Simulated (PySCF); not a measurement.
water (H2O), SMILES O. Heavy atoms are numbered as in [OH2:1]. Hydrogens are named by the atom that carries them.

Geometry optimised at TPSSh-D3(BJ)/def2-TZVPD.

Level of theory: CAM-B3LYP/def2-TZVPD in PySCF.

Mulliken values depend strongly on the basis, most of all with diffuse functions as here. ESP charges are fitted to the potential on shells at 1.4 to 2.0 van der Waals radii. Atomic charges (e), one atom of each kind:

| atom | ESP fit | Mulliken | IAO |
|---|---|---|---|
| O1 (OH2) | -0.71 | -0.62 | ___ |
| H on O1 | 0.35 | 0.31 | ___ |

Problem. Fill in the missing entries. (An estimate is asked for; the answer gives what the named calculation found.)

Solution. 
- O1 (OH2), IAO: -0.73
- H on O1, IAO: 0.37
